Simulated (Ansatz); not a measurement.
Rock-salt TiC was calculated with PBE-D4 (Ansatz, a first-principles code, PAW).

Settings: plane-wave cutoff 500 eV, 16×16×16 k mesh, Fermi–Dirac smearing 0.05 eV, no spin polarisation, scalar-relativistic PAW data made under PBE.

Computed at the level's own relaxed cell.

Question: What does this level give for the equilibrium volume per atom and lattice parameter a?

Answer: 
- equilibrium volume per atom = 9.97 Å³/atom
- lattice parameter a = 4.305 Å

Measured, for comparison: equilibrium volume per atom 10.15 Å³/atom, lattice constant a 4.33 Å (temperature not stated, not corrected to a static lattice; as tabulated in Zhang et al. (2018), doi:10.1088/1367-2630/aac7f0). Computed (rounded) less measured: equilibrium volume per atom -1.8 %, lattice constant a -0.6 %. A static lattice is as a rule a little smaller and stiffer than an uncorrected measurement, which narrows the difference in the equilibrium volume per atom, lattice constant a and would widen misses of the other sign.
